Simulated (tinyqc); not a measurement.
A ladder of methods, and size consistency: correlation methods against full CI in the sto-3g basis, for NH3, spin multiplicity 1. Computed by the program tinyqc with PySCF. All electrons correlated; +Q is the Davidson correction (1 - c0^2) E_corr. The last columns treat two copies 100 angstrom apart as one system. FCI is the lowest singlet.

Geometry (angstrom):
```
atom        x        y       z
N      0.0000   0.0000  0.3050
H      1.0590   0.0000  0.0000
H     -0.5300   0.9170  0.0000
H     -0.5300  -0.9170  0.0000
```

RHF energy of one = -55.431632 hartree

Correlation energies (hartree):
```
method   E_corr of one  share of FCI (%)  E_corr of two at 100 angstrom  two minus twice one (mhartree)
MP2          -0.054312           70.9332                      -0.108624                          0.0000
CISD         -0.074025           96.6779                      -0.142338                          5.7114
CISD+Q       -0.077122          100.7228                      -0.152889                          1.3540
CCSD         -0.076124           99.4202                      -0.152249                          0.0000
CCSD(T)      -0.076381           99.7561                      -0.152763                          0.0000
FCI          -0.076568          100.0000                              -                               -
```

What does the comparison show, and why?

MP2 recovers 71 %, CISD 96.7 % and CCSD 99.4 % of the FCI value (c0^2 = 0.958 in CISD). MP2 and coupled cluster are size consistent, so their last column vanishes; CISD loses 5.71 mhartree, since a double excitation on each copy is a quadruple of the pair, and the Davidson correction leaves +1.35.
